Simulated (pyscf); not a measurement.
## Addition across a multiple bond or ene-type step: `[CH2]=[CH2]` + `[CH4]` → `[CH3][CH2][CH3]`

Gas phase, singlet surface, charge 0. Bonds broken: C7–H8. Bonds formed: C1–C7, C2–H8. PySCF, gas phase, ωB97X-D3(BJ)/def2-SVP geometries. MP2 and CC: frozen core, UHF for open shells. ΔMP2 is the change of the MP2 total energy from the triple- to the quadruple-zeta basis.

Transition state (Å):

```xyz
11

C      0.7342     1.0878    -0.6579
C     -0.2316     0.0963    -0.9815
H      0.7705     2.0425    -1.1894
H      1.6109     0.8516    -0.0488
H     -0.7743     0.2312    -1.9275
H      0.0577    -0.9478    -0.7979
C     -0.9989     1.5041     1.0542
H     -1.1200     0.2965    -0.1180
H     -0.2385     0.7699     1.2855
H     -1.1104     2.0063     0.1022
H     -1.3921     2.0582     1.9230
```

One imaginary mode, 1195i cm⁻¹; descent along it reached the two sides named, in the forms told below.

```json
[
 {"bond": "C7–H8", "change": "breaks", "reactant side (Å)": "1.102", "saddle": "1.687", "product side": "2.579"},
 {"bond": "C1–C7", "change": "forms", "reactant side (Å)": "3.6", "saddle": "2.472", "product side": "1.530"},
 {"bond": "C2–H8", "change": "forms", "reactant side (Å)": "3.5", "saddle": "1.255", "product side": "1.102"}
]
```

Electronic energies relative to the separated reactants (kcal/mol):

| level | barrier | reaction energy | reverse barrier |
|---|---|---|---|
| ωB97X-D3(BJ)/def2-TZVP | 88.2 | -26.5 | 114.6 |
| PBE/def2-TZVP | 73.2 | -23.7 | 96.9 |
| r²SCAN/def2-TZVP | 77.3 | -24.9 | 102.3 |
| B3LYP-D3(BJ)/def2-TZVP | 81.3 | -22.1 | 103.4 |
| PBE0-D3(BJ)/def2-TZVP | 79.5 | -27.9 | 107.4 |
| M06-2X/def2-TZVP | 86.1 | -24.8 | 110.9 |
| ωB97M-D3(BJ)/def2-TZVP | 86.0 | -24.2 | 110.2 |
| HF/def2-TZVP | 113.2 | -19.1 | 132.4 |
| MP2/def2-QZVPP | 79.2 | -25.7 | 104.8 |
| CCSD/def2-TZVPP | 87.1 | -23.5 | 110.6 |
| CCSD(T)/def2-TZVPP | 79.9 | -23.3 | 103.2 |
| CCSD(T)/def2-TZVPP + ΔMP2(QZVPP) | 79.6 | -23.4 | 103.0 |

With CCSD(T)/def2-TZVPP + ΔMP2(QZVPP) energies and thermal terms (ideal gas, 1 atm, RRHO with modes under 100 cm⁻¹ raised to 100, one conformer, R ln 2 for chiral ones without a mode under 150 cm⁻¹), in kcal/mol:

```csv
T (K),ΔH‡,ΔG‡,ΔH,ΔG
298,78.2,87.6,-19.9,-10.1
600,78.6,97.1,-19.9,-0.1
900,79.5,106.1,-19.3,+9.7
1200,80.4,114.9,-18.3,+19.2
```

On the product side the descent ends in a point that may be a rotor saddle (no frequency run), 3.0 kcal/mol over the lowest minimum found and 111.7 kcal/mol under the saddle at ωB97X-D3(BJ)/def2-TZVP. From the product side, CH₃• + •H₂C–CH₃ lies, by one bond made or cut, 14.2 kcal/mol under this saddle at ωB97M-D3(BJ)/def2-TZVP. One saddle was located; it need not be the lowest between these sides. One closed-shell reference is unstable to symmetry breaking; treat the single-reference values with care. The CCSD(T) − MP2 part came from Ansatz, without density fitting, on the same reference.
